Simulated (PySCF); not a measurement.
Mapped SMILES: `[CH3:1][CH:2]([CH3:3])[CH2:4][OH:5]`; H(Xn) means a hydrogen on atom n.

Theory: geometry: PBE0-D3(BJ)/def2-SVP, J couplings at B3LYP/pcJ-1 (without the spin–dipole term), shieldings: GIAO CAM-B3LYP/pcSseg-2, in PySCF 2.14.0 with density-fitted response routines (relativity neglected, in vacuum, single conformer, one averaged value for each set of equivalent atoms).

Q: List the cross peaks expected in HSQC, COSY and HMBC spectra.

A: 

HSQC (one-bond C–H):
| δH | δC | 1J(C,H) (Hz) |
| --- | --- | --- |
| 3.39 (H(C4)) | 75.4 (C4) | 141 |
| 1.74 (H(C2)) | 34.9 (C2) | 131 |
| 0.94 (H(C1)/H(C3)) | 21.0 (C1/C3) | 132 |

COSY cross peaks (|J| ≥ 2 Hz):
| δH | δH | abs. J (Hz) | bonds |
| --- | --- | --- | --- |
| 3.39 (H(C4)) | 1.74 (H(C2)) | 6.6 | 3 |
| 1.74 (H(C2)) | 0.94 (H(C1)/H(C3)) | 7.4 | 3 |

HMBC (two and three bonds, |J| ≥ 2.5 Hz):
| δH | δC [abs. J in Hz] |
| --- | --- |
| 3.39 (H(C4)) | 34.9 (C2) [2.6], 21.0 (C1/C3) [3.7] |
| 1.74 (H(C2)) | 75.4 (C4) [5.9], 21.0 (C1/C3) [2.9] |
| 0.94 (H(C1)/H(C3)) | 75.4 (C4) [6.0], 34.9 (C2) [3.4], 21.0 (C1/C3) [5.8] |

Referencing at the same level of theory: TMS for 1H (σref 31.34) and 13C (σref 182.55).

Short H···H contacts in this conformer between protons four or more bonds apart (candidates for NOE cross peaks, intensity ∝ r⁻⁶): H(C3)···H(C4) 2.46 Å.

OH and NH positions are those of a molecule without intermolecular hydrogen bonds; in solution they move with solvent, concentration and temperature, and exchange usually removes their couplings. Unscaled 3J(H,H) at this level run about 10 % above measured values. Shifts are as computed, not scaled to solution data. Of 1211 compounds with measured shifts, 218 miss one by over three times the rms of a fit or turn the order of signals round; such compounds aren't used in these exercises. Vicinal H,H couplings across rotating CH2–CH2 and CH–CH2 bonds are estimated from the computed gauche and anti values for equal rotamer populations, (2 J gauche + J anti)/3.
